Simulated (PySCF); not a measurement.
# trans-1,2-difluoroethene (C2H2F2): NMR shifts and spin-spin couplings in gas and solvents, part 2 of 2

PySCF 2.14.0. Atoms count from 0. The steps go on from the part before.

## Step 10: Spin-spin couplings: PBE0/pcJ-2

Job settings and geometry (Å):

```
{"job": {"kind": "j", "xc": "PBE0", "basis": "pcJ-2", "full": true}, "charge": 0, "multiplicity": 1}
F      1.334917    -1.160254    -0.000824
C      0.663228    -0.007029    -0.023118
C     -0.655566    -0.002173     0.009573
F     -1.327670     1.150262    -0.015290
H      1.285916     0.877178    -0.069930
H     -1.277589    -0.886979     0.055931
```

With the program's defaults for keys left out, this is: PBE0/pcJ-2 indirect spin-spin coupling, non-relativistic, gas phase.

Log:

```text
coarse grid: 5584 points
cycle   1  E = -276.8557896588  dE =  5.066e-01  |g| = 5.307e-01  |ddm| = 1.609e+00
cycle   2  E = -276.8172056886  dE =  3.858e-02  |g| = 7.495e-01  |ddm| = 5.232e-01
cycle   3  E = -276.8952637624  dE = -7.806e-02  |g| = 6.382e-02  |ddm| = 3.185e-01
cycle   4  E = -276.8958916858  dE = -6.279e-04  |g| = 1.084e-02  |ddm| = 2.634e-02
cycle   5  E = -276.8959153991  dE = -2.371e-05  |g| = 3.841e-03  |ddm| = 7.688e-03
cycle   6  E = -276.8959183756  dE = -2.977e-06  |g| = 2.527e-04  |ddm| = 2.124e-03
final grid: 56368 points
cycle   7  E = -276.8951350019  dE = -1.031e-04  |g| = 5.867e-03  |ddm| = 3.613e-02
cycle   8  E = -276.8951312475  dE =  3.754e-06  |g| = 7.598e-03  |ddm| = 5.252e-03
cycle   9  E = -276.8951411305  dE = -9.883e-06  |g| = 1.041e-03  |ddm| = 3.116e-03
cycle  10  E = -276.8951412664  dE = -1.359e-07  |g| = 2.924e-04  |ddm| = 6.024e-04
cycle  11  E = -276.8951412814  dE = -1.500e-08  |g| = 2.216e-05  |ddm| = 1.501e-04
cycle  12  E = -276.8951412815  dE = -5.201e-11  |g| = 4.326e-06  |ddm| = 9.502e-06
converged SCF energy = -276.8951412815

Indirect spin-spin couplings (Hz)
  i      j    bonds     total        FC       PSO       DSO        SD
  0 F    1 C    1   -316.177  -315.084    -0.702     0.621    -1.012
  0 F    2 C    2     52.499    44.531    -9.912    -0.206    18.085
  0 F    3 F    3   -163.048   -23.383  -172.134    -1.803    34.272
  0 F    4 H    2     80.297    75.678     9.463    -2.013    -2.831
  0 F    5 H    3      1.549     1.055     0.970    -0.488     0.012
  1 C    2 C    1    116.209   119.594    -9.505     0.275     5.846
  1 C    3 F    2     52.455    44.506    -9.945    -0.206    18.101
  1 C    4 H    1    195.777   194.970    -0.548     1.054     0.301
  1 C    5 H    2      5.247     6.660    -1.030    -0.455     0.072
  2 C    3 F    1   -316.306  -315.035    -0.818     0.621    -1.074
  2 C    4 H    2      5.274     6.685    -1.028    -0.455     0.072
  2 C    5 H    1    195.725   194.916    -0.547     1.055     0.300
  3 F    4 H    3      1.516     1.023     0.969    -0.491     0.015
  3 F    5 H    2     80.317    75.702     9.456    -2.015    -2.826
  4 H    5 H    3     11.126    11.184     2.995    -3.419     0.367
```

Run time: 33 s. Hardware: 1 thread of Arm Neoverse N1, shared host; peak memory 0.83 GiB.

This run: J(F0,C1) -316.2 Hz, J(C1,H4) 195.8 Hz, J(F0,F3) -163.0 Hz (means over like pairs).

## Step 11: J couplings: B97-2/pcJ-2

Same as in step 10 but for these lines:

```diff
@@ -1,2 +1,2 @@
-{"job": {"kind": "j", "xc": "PBE0", "basis": "pcJ-2", "full": true}, "charge": 0, "multiplicity": 1}
+{"job": {"kind": "j", "xc": "B97-2", "basis": "pcJ-2", "full": true}, "charge": 0, "multiplicity": 1}
 F      1.334917    -1.160254    -0.000824
```

Method: B97-2/pcJ-2 indirect spin-spin coupling, non-relativistic, gas phase.

Log:

```text
coarse grid: 5584 points
cycle   1  E = -277.0488511315  dE =  5.015e-01  |g| = 5.796e-01  |ddm| = 1.615e+00
cycle   2  E = -276.9925719380  dE =  5.628e-02  |g| = 8.583e-01  |ddm| = 5.920e-01
cycle   3  E = -277.0953727282  dE = -1.028e-01  |g| = 6.600e-02  |ddm| = 3.699e-01
cycle   4  E = -277.0960891905  dE = -7.165e-04  |g| = 1.422e-02  |ddm| = 3.136e-02
cycle   5  E = -277.0961327776  dE = -4.359e-05  |g| = 4.081e-03  |ddm| = 9.598e-03
cycle   6  E = -277.0961359075  dE = -3.130e-06  |g| = 2.132e-04  |ddm| = 2.208e-03
final grid: 56368 points
cycle   7  E = -277.0915200901  dE = -1.238e-04  |g| = 8.498e-03  |ddm| = 3.670e-02
cycle   8  E = -277.0915122086  dE =  7.882e-06  |g| = 1.101e-02  |ddm| = 6.853e-03
cycle   9  E = -277.0915278309  dE = -1.562e-05  |g| = 1.170e-03  |ddm| = 4.386e-03
cycle  10  E = -277.0915280567  dE = -2.257e-07  |g| = 3.251e-04  |ddm| = 6.374e-04
cycle  11  E = -277.0915280809  dE = -2.420e-08  |g| = 1.784e-05  |ddm| = 1.813e-04
cycle  12  E = -277.0915280809  dE = -2.706e-11  |g| = 7.790e-06  |ddm| = 1.021e-05
converged SCF energy = -277.0915280809

Indirect spin-spin couplings (Hz)
  i      j    bonds     total        FC       PSO       DSO        SD
  0 F    1 C    1   -306.145  -307.070    -0.875     0.621     1.180
  0 F    2 C    2     43.936    38.409    -9.585    -0.205    15.317
  0 F    3 F    3   -171.564   -29.947  -168.842    -1.804    29.028
  0 F    4 H    2     73.427    68.322     9.387    -2.016    -2.265
  0 F    5 H    3      3.932     3.603     0.974    -0.488    -0.156
  1 C    2 C    1    113.450   117.777    -9.276     0.276     4.673
  1 C    3 F    2     43.883    38.377    -9.618    -0.206    15.329
  1 C    4 H    1    188.639   187.734    -0.546     1.052     0.398
  1 C    5 H    2      5.798     7.290    -1.010    -0.455    -0.026
  2 C    3 F    1   -306.271  -307.032    -0.986     0.621     1.126
  2 C    4 H    2      5.824     7.314    -1.008    -0.456    -0.026
  2 C    5 H    1    188.588   187.682    -0.545     1.053     0.398
  3 F    4 H    3      3.900     3.572     0.973    -0.491    -0.155
  3 F    5 H    2     73.438    68.337     9.380    -2.018    -2.261
  4 H    5 H    3      9.525     9.606     3.001    -3.422     0.339
```

Run time: 33 s. Hardware: 1 thread of Arm Neoverse N1, shared host; peak memory 0.83 GiB.

Key values: J(F0,C1) -306.2 Hz, J(C1,H4) 188.6 Hz, J(F0,F3) -171.6 Hz (means over like pairs).

## Step 12: Run by run: NMR shifts

Shifts (ppm), means over like atoms, with basis size and wall time (the measured row can stand on another reference than the computed rows):

```
                           run     C1    H4      F0  functions  time
                 PBE0/pcSseg-2  157.8  7.58  -194.2        172  15 s
                  KT3/pcSseg-2  148.6  7.60  -208.9        172  16 s
              wB97X-D/pcSseg-2  158.7  7.56  -187.5        172  15 s
                B97-2/pcSseg-2  155.1  7.54  -191.5        172  12 s
   WP04/pcSseg-2 in chloroform  161.1  7.55  -185.1        172  13 s
wB97X-D/pcSseg-2 in chloroform  160.4  7.78  -189.7        172  16 s
                      measured      –     –  -186.3          –     –
```

Measured: G. Saielli, R. Bini, A. Bagno, Computational 19F NMR. 2. Organic compounds, RSC Adv. 2014, ESI (exp. from Berger-Braun-Kalinowski 1994 and Everett 1995).

## Step 13: Run by run: spin-spin couplings

Couplings (Hz), each a mean over the pairs like the one named, with basis size and wall time:

```
          run   F0–C1  C1–H4   F0–F3  C1–C2  F0–H4  F0–C2  H4–H5  functions  time
  B3LYP/pcJ-2  -320.4  207.3  -167.2  119.2   83.6   50.4   10.7        252  32 s
   PBE0/pcJ-2  -316.2  195.8  -163.0  116.2   80.3   52.5   11.1        252  33 s
  B97-2/pcJ-2  -306.2  188.6  -171.6  113.5   73.4   43.9    9.5        252  33 s
measured size       –      –   132.7      –      –      –      –          –     –
```

Measured: Jessen and Sauer, arXiv:2312.00705.

## Step 14: Summary of results

The summary covers parts 1 to 2.

```
                                                                 quantity                     value
                                                              point group                       C2h
                                     rotational constants (main isotopes)     58.18, 4.05, 3.79 GHz
  ¹³C shifts against TMS (PBE0/pcSseg-2, means over atoms taken as alike)                 157.8 ppm
   ¹H shifts against TMS (PBE0/pcSseg-2, means over atoms taken as alike)                  7.58 ppm
¹⁹F shifts against CFCl3 (PBE0/pcSseg-2, means over atoms taken as alike)                -194.2 ppm
                                 measured, and computed on the same scale   F0 δ -186.3, -194.2 ppm
                              largest coupling of the table (B3LYP/pcJ-2)  ¹J(F,C) F0–C1, -320.4 Hz
                         range of the shift of F0 (wB97X-D/pcSseg-2 runs)      -189.7 to -187.5 ppm
                                  range of J(F0,C1), mean over like pairs       -320.4 to -306.2 Hz
```

In words: Over 6 steps the energy fell by 0.065 eV; of the close pairs, C2–F3 changed most, 1.299 to 1.334 Å. Vibration, temperature and solvent are missing from the calculation, so part of the miss against the measured shifts is not the functional's. Density functionals describe couplings to fluorine poorly, F–F couplings above all, so those rows are rough. The one measured coupling, F0–F3, differs from the computed size by 34.5 Hz; vibrational averaging and surroundings are not included. At one level, wB97X-D/pcSseg-2: In ppm, F0 (with its like atoms) moves most: its shift spreads over 2.1 ppm, from -189.7 (wB97X-D/pcSseg-2 in chloroform) to -187.5 (wB97X-D/pcSseg-2). The coupling F0–C1, as a mean over pairs of its kind, runs from -320.4 Hz (B3LYP/pcJ-2) to -306.2 Hz (B97-2/pcJ-2). For the one measured coupling, PBE0/pcJ-2 misses least (30.3 Hz, 33 s) and B97-2/pcJ-2 most (38.9 Hz, 33 s); the quickest, B3LYP/pcJ-2, misses by 34.5 Hz in 32 s. One molecule ranks no method: errors cancel, and vibration and temperature are missing from all runs.
